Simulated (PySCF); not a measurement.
C5H10S.
Atom-mapped SMILES: `[CH3:1][C@@H:2]1[CH2:3][CH2:4][C@H:5]1[SH:6]` (hydrogens: H7, H8, H9 on C1; H10 on C2; H11, H12 on C3; H13, H14 on C4; H15 on C5; H16 on S6)

The closed-shell SCF was solved with PySCF and density fitting under several settings on one GFN2-xTB geometry (grid level 2 and gas phase unless stated).

| settings | basis functions | SCF cycles | E (Eh) | HOMO (eV) | LUMO (eV) | dipole (D) |
| --- | --- | --- | --- | --- | --- | --- |
| PBE0/pcSseg-1 | 159 | 12 | -594.2954 | -6.63 | 0.66 | 1.70 |
| PBE0/def2-SVPD | 207 | 12 | -594.0937 | -6.68 | 0.33 | 1.75 |

**Question.** Estimate the rows for these settings: (1) LDA/6-31G*; (2) HCTH407/6-31G*, start guess vsap.

**Answer.** 
```tsv
settings	basis functions	SCF cycles	E (Eh)	HOMO (eV)	LUMO (eV)	dipole (D)
LDA/6-31G*	108	13	-591.4555	-5.28	-0.15	1.83
HCTH407/6-31G*, start guess vsap	108	14	-594.7524	-5.38	-0.09	1.79
```

**Question.** Over all rows, what range does the HOMO–LUMO gap span?

**Answer.** From 5.13 eV (LDA/6-31G*) to 7.29 eV (PBE0/pcSseg-1). The functional of the narrowest has no exact exchange, that of the widest 25 % exact exchange.

**Question.** And the dipole moment?

**Answer.** From 1.70 D (PBE0/pcSseg-1) to 1.83 D (LDA/6-31G*); the largest is 1.08 times the smallest, and the median is 1.77 D.

**Question.** Compare two rows with the functional PBE0: PBE0/pcSseg-1 and PBE0/def2-SVPD. Which energy is lower, and by how much?

**Answer.** PBE0/pcSseg-1 (159 functions) lies 0.2017 Eh or 127 kcal/mol below PBE0/def2-SVPD (207 functions). The smaller set gives the lower energy; the two sets aren't nested, so the variational bound doesn't order them by size.

Whole jobs, the steps after the SCF included, on one thread, Intel Xeon Platinum 8488C (x86_64), no GPU, shared host:

```
                        settings                                                                                    work after the SCF  wall time  peak memory
                   PBE0/pcSseg-1    shieldings, ring-centre shieldings, charges and field gradients, density and orbital grids written       25 s     0.74 GiB
                  PBE0/def2-SVPD  6 singlets by full TDDFT, 2 Tamm–Dancoff triplets, polarisability, density and orbital grids written       33 s     0.86 GiB
                      LDA/6-31G*                                       shieldings, ring-centre shieldings, charges and field gradients       14 s     0.50 GiB
HCTH407/6-31G*, start guess vsap                                       shieldings, ring-centre shieldings, charges and field gradients       22 s     0.50 GiB
```

Cycle counts include a coarse-grid stage where the run had one. All basis functions are spherical, in the Pople sets too.

Shape of the structure used: `[CH3:1][C@@H:2]1[CH2:3][CH2:4][C@H:5]1[SH:6]`: H–S6–C5–C4 -73°.

One conformer stands for the species.
